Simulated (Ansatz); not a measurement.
C4N2, SMILES `N#CC#CC#N`: measurement beside calculation (Ansatz, PBE0-D4/def2-TZVP geometry).

```xyz
6

N     1.3281    1.1767   -2.5684
C     0.8366    0.7412   -1.6182
C     0.2566    0.2273   -0.4966
C    -0.2568   -0.2277    0.4964
C    -0.8367   -0.7413    1.6182
N    -1.3279   -1.1763    2.5687
```

Measured: 1336.68433 ± 0.0003 MHz (B0, ground vibrational state, high-resolution spectroscopy (quoted)). Source: Tentative detection of HC5NH+ in TMC-1, 2020 (arxiv:2010.04710).

```
constant  measured (MHz)  computed (MHz)  error (%)
       B            1337            1349        1.0
```

Computed constants are equilibrium values for the main isotopes; measured ground-state ones include zero-point motion, which usually lowers them by up to about 1 %.
